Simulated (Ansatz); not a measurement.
# BPH6 (SMILES [BH3-][PH3+]) at B3LYP/6-31G(d) (Cartesian functions)

What is the vertical electron affinity of BPH6 at B3LYP/6-31G* (Cartesian functions)? 

The results are computed with Ansatz 0.2.0.

48 further runs of the same task are left out: 48 set aside as unsound or not needed.

## Step 1: The system as given

BPH6 has 8 atoms, charge 0, and is taken as a singlet. As SMILES, `[BH3-][PH3+]`. The shape is that of a PBE0-D4/def2-TZVP optimisation.

Bond lengths: B1–P2 1.910 Å, B1–H3 1.209 Å, B1–H4 1.209 Å, B1–H5 1.209 Å, P2–H6 1.408 Å, P2–H7 1.409 Å, P2–H8 1.408 Å. Some angles: B1–P2–H6 118.0°, B1–P2–H7 118.1°, B1–P2–H8 118.0°, P2–B1–H3 103.8°, P2–B1–H4 103.8°, P2–B1–H5 103.8°, H6–P2–H7 99.7°, H6–P2–H8 99.7°, H7–P2–H8 99.7°, H3–B1–H4 114.5°.

## Step 2: A single-point energy at B3LYP/6-31G(d) (Cartesian functions)

The input, run.yaml:

```yaml
basis:
  gaussian:
    orbitals: "6-31G*"
crystal:
  periodic: [false, false, false]
  atoms:
    - {symbol: B, position_ang: [-0.556100, 0.227200, -0.914000]}
    - {symbol: P, position_ang: [0.433900, -0.181600, 0.667700]}
    - {symbol: H, position_ang: [-1.693400, 0.343100, -0.520100]}
    - {symbol: H, position_ang: [-0.367800, -0.730200, -1.628000]}
    - {symbol: H, position_ang: [-0.055500, 1.254200, -1.309900]}
    - {symbol: H, position_ang: [0.418800, 0.755700, 1.718800]}
    - {symbol: H, position_ang: [1.823100, -0.380300, 0.547100]}
    - {symbol: H, position_ang: [0.089200, -1.345200, 1.382600]}
hamiltonian:
  xc: {name: B3LYP}
accuracy: high
output:
  orbitals: {seedname: orbitals}
```

Command:

```bash
$ ansatz run run.yaml --threads 1 --pin off --max-ram 3480MiB --events-out events.jsonl --progress --plain --runs-dir runs
```

Standard output:

```text
Warning: RAYON_NUM_THREADS=1 ignored (pool sized by the plan → 1); use --threads N
Functional definition: B3LYP
  name "B3LYP"
  parameter a0 = 0.2
  parameter ax = 0.72
  parameter ac = 0.81
  exchange = (1 - a0 - ax)*slater_x + ax*b88_x + a0*exact_x
  correlation = (1 - ac)*vwn_rpa_c + ac*lyp_c
1041 factors; integrals over basis functions are off by at most 4.1e-9 eV
mean field evaluation 1: about -10059.8598 eV, gradient 2.7e1 eV
mean field evaluation 2: about -10059.7334 eV, gradient 2.7e1 eV
mean field evaluation 4: about -10062.3972 eV, gradient 4.0e-1 eV
mean field evaluation 8: about -10062.3903 eV, gradient 1.5e-3 eV
mean field evaluation 16: about -10062.3903 eV, gradient 3.0e-8 eV
mean field -10062.39034222 eV, -369.7860245435 hartree, gradient 3.0e-8 eV, S^2 0.000000; 0 other end points of the search recorded, 0 dependent functions left out
reference -10062.39037849 eV, -369.7860258765 hartree; 13, 13 occupied and 33, 33 virtual orbitals, 1041 factors
Total energy: -10062.39037849 eV, -369.7860258765 hartree
```

Wall time 3.3 s (1 thread of Intel Xeon Platinum 8259CL at 2.50GHz (Skylake/Cascade Lake), shared host); peak memory 0.14 GiB.

## Step 3: The doublet anion

The input, input.yaml:

```yaml
crystal:
  periodic: [false, false, false]
  atoms:
    - {symbol: B, position_ang: [-0.556100, 0.227200, -0.914000]}
    - {symbol: P, position_ang: [0.433900, -0.181600, 0.667700]}
    - {symbol: H, position_ang: [-1.693400, 0.343100, -0.520100]}
    - {symbol: H, position_ang: [-0.367800, -0.730200, -1.628000]}
    - {symbol: H, position_ang: [-0.055500, 1.254200, -1.309900]}
    - {symbol: H, position_ang: [0.418800, 0.755700, 1.718800]}
    - {symbol: H, position_ang: [1.823100, -0.380300, 0.547100]}
    - {symbol: H, position_ang: [0.089200, -1.345200, 1.382600]}
basis:
  gaussian:
    orbitals: "6-31G*"
total_charge: -1
magnetization:
  spin_polarized: true
  initial_magnetization: 1
hamiltonian:
  xc: {name: B3LYP}
accuracy: high
output: {orbitals: {seedname: orbitals}}
```

Command:

```bash
$ ansatz run input.yaml --threads 1 --pin off --max-ram 3480MiB --events-out events.jsonl --progress --plain --runs-dir runs
```

Standard output, shortened:

```text
Warning: RAYON_NUM_THREADS=1 ignored (pool sized by the plan → 1); use --threads N
[... 2 set-up lines as earlier in the session ...]
[...]
1041 factors; integrals over basis functions are off by at most 4.1e-9 eV
[...]
mean field -10059.37516922 eV, -369.6752189795 hartree, gradient 9.7e-8 eV, S^2 0.753440; 7 other end points of the search recorded, 0 dependent functions left out
reference -10059.37520505 eV, -369.6752202963 hartree; 14, 13 occupied and 32, 33 virtual orbitals, 1041 factors
Total energy: -10059.37520505 eV, -369.6752202963 hartree
```

It took 32 s on 1 thread of Intel Xeon Platinum 8259CL at 2.50GHz (Skylake/Cascade Lake), shared host; peak memory 0.2 GiB.

## Step 4: Summary of results

Level: B3LYP/6-31G* (Cartesian functions).

| quantity | value |
| --- | --- |
| singlet BPH6: total energy | -369.78603 Eh |
| singlet BPH6: HOMO energy | -8.18 eV |
| singlet BPH6: LUMO energy | 0.68 eV |
| singlet BPH6: HOMO–LUMO gap | 8.86 eV |
| doublet anion: total energy | -369.67522 Eh |
| doublet anion: HOMO energy (highest over α and β) | 5.40 eV |
| doublet anion: LUMO energy (lowest over α and β) | 6.94 eV |
| doublet anion: ⟨S²⟩ | 0.753 |
| vertical electron affinity (to the doublet anion) | -3.015 eV |

In words: The anion lies 3.02 eV (291 kJ/mol) above the neutral: the electron isn't bound at this level, and such a value depends on the basis. Without diffuse functions anions come out too high. The HOMO (doublet anion) lies at positive energy, 5.40 eV; only total energies tell whether the electron is bound.
